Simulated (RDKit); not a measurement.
RDKit input (MMFF94):

```python
from rdkit import Chem
from rdkit.Chem import AllChem, rdDetermineBonds

mol = Chem.MolFromXYZFile('mol.xyz')
rdDetermineBonds.DetermineBonds(mol, charge=-1)
print('SMILES', Chem.MolToSmiles(Chem.RemoveHs(mol)))
ff = AllChem.MMFFGetMoleculeForceField(mol, AllChem.MMFFGetMoleculeProperties(mol))
e0 = ff.CalcEnergy()
flag = ff.Minimize(maxIts=5000, forceTol=1e-5)
print(f'energy {e0:.4f} -> {ff.CalcEnergy():.4f} kcal/mol, converged: {flag == 0}')
print(Chem.MolToXYZBlock(mol))
```
mol.xyz:
```
4

O     -1.05613991    -0.38056162    -0.01204272
C      0.01219483     0.60892406    -0.01345114
O      1.11918472     0.07877032     0.02005673
H     -0.57752748    -1.23921390     0.01659471
```

From the last part of the output:

```
SMILES O=[C-]O
energy 42.2006 -> -20.1134 kcal/mol, converged: True
4

O     -1.034542   -0.178620   -0.016162
C      0.260421    0.093651    0.002974
O      1.414469    0.303120    0.020772
H     -1.142636   -1.150233    0.003573
```

The dipole moment of an ion depends on the origin.
